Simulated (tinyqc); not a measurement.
RHF in the sto-3g basis, for H2F+, spin multiplicity 1, step by step (part 2 of 2). Computed by tinyqc, a small Python program that keeps every step (integrals from PySCF). Command: `OMP_NUM_THREADS=1 python tinyqc.py 24515 24516 out.jsonl` (the two numbers bound the seeds that draw the settings). One thread of a shared host (Intel(R) Xeon(R) Processor @ 2.60GHz), about 0.08 s of CPU time with the checks.

Geometry (angstrom):
```
atom         x          y         z
F     0.000000   0.000000  0.000000
H     0.000000   1.000000  0.795000
H     0.000000  -1.034000  0.822000
```

## Iteration 9 (converged): orbitals

converged F (hartree), order 1F 1s, 1F 2s, 1F 2px, 1F 2py, 1F 2pz, 2H 1s, 3H 1s:
```
[[-26.495656, -6.757238, 0.000000, -0.000655, -0.017220, -0.609093, -0.551663],
 [-6.757238, -3.495838, 0.000000, -0.002706, -0.059590, -0.709541, -0.655266],
 [0.000000, 0.000000, -0.936972, 0.000000, 0.000000, 0.000000, 0.000000],
 [-0.000655, -0.002706, 0.000000, -0.794075, -0.000496, -0.371421, 0.351818],
 [-0.017220, -0.059590, 0.000000, -0.000496, -0.831582, -0.326806, -0.310891],
 [-0.609093, -0.709541, 0.000000, -0.371421, -0.326806, -0.583267, -0.166140],
 [-0.551663, -0.655266, 0.000000, 0.351818, -0.310891, -0.166140, -0.561817]]
```

X, order 1F 1s, 1F 2s, 1F 2px, 1F 2py, 1F 2pz, 2H 1s, 3H 1s:
```
[[-0.491385, 0.072408, 0.627496, 0.000000, -0.591827, -0.024166, 0.268087],
 [0.893233, -0.092770, -0.214268, 0.000000, -0.293762, -0.020188, 0.498076],
 [0.000000, 0.000000, 0.000000, 1.000000, 0.000000, 0.000000, 0.000000],
 [0.084763, 0.733979, -0.010166, 0.000000, -0.010624, 0.721059, 0.018378],
 [0.330244, -0.022402, 0.723300, 0.000000, 0.601035, 0.002988, 0.205740],
 [-0.571748, -0.609927, -0.258021, 0.000000, 0.222241, 0.390216, 0.403999],
 [-0.404473, 0.704855, -0.282359, 0.000000, 0.244610, -0.413270, 0.375007]]
```

Diagonalise F' = X^T F X, C = X C', fill 5 alpha and 5 beta electrons from the bottom; D = 2 C_occ C_occ^T. Each column has its largest component positive (the first on a tie).

F' = X^T F X (hartree):
```
[[-2.885784, 0.467376, 4.587649, 0.000000, -4.753485, -0.201009, 2.391281],
 [0.467376, -0.159205, -0.772922, 0.000000, 0.831533, -0.040728, -0.454579],
 [4.587649, -0.772922, -8.832253, 0.000000, 9.362202, 0.417950, -5.847762],
 [0.000000, 0.000000, 0.000000, -0.936972, 0.000000, 0.000000, 0.000000],
 [-4.753485, 0.831533, 9.362202, 0.000000, -11.951345, -0.490267, 7.001488],
 [-0.201009, -0.040728, 0.417950, 0.000000, -0.490267, -0.985404, 0.308410],
 [2.391281, -0.454579, -5.847762, 0.000000, 7.001488, 0.308410, -5.726412]]
```

orbital energies (hartree): [-26.504756, -1.895556, -0.970994, -0.938001, -0.936972, -0.158486, -0.072610]

coefficients C, order 1F 1s, 1F 2s, 1F 2px, 1F 2py, 1F 2pz, 2H 1s, 3H 1s:
```
[[0.995002, -0.256243, 0.008038, 0.049415, 0.000000, 0.069027, 0.014364],
 [0.020643, 0.987611, -0.040203, -0.240961, 0.000000, -0.380779, -0.081807],
 [0.000000, 0.000000, 0.000000, 0.000000, 1.000000, 0.000000, 0.000000],
 [0.000092, 0.002411, 0.776242, -0.092406, 0.000000, 0.106194, -0.666346],
 [0.001327, 0.060017, 0.092367, 0.846033, 0.000000, -0.545866, -0.102122],
 [-0.002584, 0.071190, 0.374313, 0.228634, 0.000000, 0.539258, 0.801310],
 [-0.002347, 0.066065, -0.309919, 0.303970, 0.000000, 0.771644, -0.568462]]
```

D after iteration 9, order 1F 1s, 1F 2s, 1F 2px, 1F 2py, 1F 2pz, 2H 1s, 3H 1s:
```
[[2.116393, -0.489518, 0.000000, 0.002293, 0.056980, -0.013014, -0.013468],
 [-0.489518, 2.070959, 0.000000, -0.013115, -0.296547, 0.000229, 0.008825],
 [0.000000, 0.000000, 2.000000, 0.000000, 0.000000, 0.000000, 0.000000],
 [0.002293, -0.013115, 0.000000, 1.222192, -0.012668, 0.539203, -0.537003],
 [0.056980, -0.296547, 0.000000, -0.012668, 1.455814, 0.464551, 0.465008],
 [-0.013014, 0.000229, 0.000000, 0.539203, 0.464551, 0.394917, -0.083599],
 [-0.013468, 0.008825, 0.000000, -0.537003, 0.465008, -0.083599, 0.385635]]
```

## Convergence

Stop when the energy changes by less than 1e-09 hartree and every element of the error matrix X^T (F D S - S D F) X is below 9e-06.

Course of the cycle:
```
iteration   E (hartree)     change  largest element of the error matrix
1          -93.71995406          -                             7.90e-01
2          -98.52471697  -4.80e+00                             4.37e-01
3          -98.73127803  -2.07e-01                             5.96e-02
4          -98.73382813  -2.55e-03                             8.19e-03
5          -98.73388329  -5.52e-05                             5.80e-04
6          -98.73388400  -7.02e-07                             3.14e-04
7          -98.73388416  -1.67e-07                             4.44e-05
8          -98.73388417  -4.97e-09                             1.72e-06
9          -98.73388417  -7.96e-12                             9.30e-08
```

PySCF RHF in the same basis = -98.73388417 hartree

Converged in 9 iterations.

## Populations, bond orders and dipole

overlap S, order 1F 1s, 1F 2s, 1F 2px, 1F 2py, 1F 2pz, 2H 1s, 3H 1s:
```
[[1.000000, 0.237990, 0.000000, 0.000000, 0.000000, 0.021021, 0.019032],
 [0.237990, 1.000000, 0.000000, 0.000000, 0.000000, 0.247066, 0.228397],
 [0.000000, 0.000000, 1.000000, 0.000000, 0.000000, 0.000000, 0.000000],
 [0.000000, 0.000000, 0.000000, 1.000000, 0.000000, 0.171677, -0.160424],
 [0.000000, 0.000000, 0.000000, 0.000000, 1.000000, 0.136483, 0.127532],
 [0.021021, 0.247066, 0.000000, 0.171677, 0.136483, 1.000000, 0.112684],
 [0.019032, 0.228397, 0.000000, -0.160424, 0.127532, 0.112684, 1.000000]]
```

Mulliken: Z minus the diagonal of D S on the atom; Loewdin: the same with S^(1/2) D S^(1/2); Mayer order: 2 sum_s sum (D(s) S)_ij (D(s) S)_ji over the two atoms.

Charges (e):
```
atom  Mulliken   Loewdin
1F    0.064677  0.123445
2H    0.458748  0.427554
3H    0.476574  0.449001
```

Mayer bond orders:
```
pair     order
2-1   0.785093
3-1   0.768420
3-2   0.004457
```

dipole moment about the origin, x y z (debye): [0.000000, -0.160344, 4.080842]
